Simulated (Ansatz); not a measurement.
System: C$_{2}$H$_{6}$, charge 0, singlet. C2H6 (SMILES CC).
B3LYP-D3(BJ)/def2-TZVP minimum from Ansatz (a first-principles code):
```xyz
8

C      0.0020    -0.0069     0.7631
C     -0.0020     0.0069    -0.7631
H      0.0089     1.0066     1.1692
H     -0.8808    -0.5139     1.1578
H      0.8809    -0.5241     1.1531
H     -0.0089    -1.0066    -1.1692
H     -0.8809     0.5241    -1.1531
H      0.8808     0.5139    -1.1578
```

Hartree-Fock and CCSD(T) correlation energies in hartree (Ansatz). Radicals and triplets start from unrestricted determinants; spin-orbit coupling is neglected. Correlated methods leave the cores frozen. No relativity.

| basis | X | E(HF) | E(corr, CCSD(T)) |
|---|---|---|---|
| cc-pVTZ | 3 | -79.25979 | -0.41465 |
| cc-pVQZ | 4 | -79.26503 | -0.43368 |
| cc-pV5Z | 5 | -79.26637 | withheld |

Q: Fit E(corr) = E∞ + A/X³ to X = 3 and 4, predict X = 5, and compare with the run.

A: A = (-0.41465 - (-0.43368))/(1/27 - 1/64) = 0.8888; E∞ = -0.43368 - A/64 = -0.44757; at X = 5, E∞ + A/125 = -0.44046. The run gave -0.43947, 0.99 mEh above the prediction. The same form on X = 4 and 5 gives E∞ = -0.44554, 2.02 mEh above the first estimate.
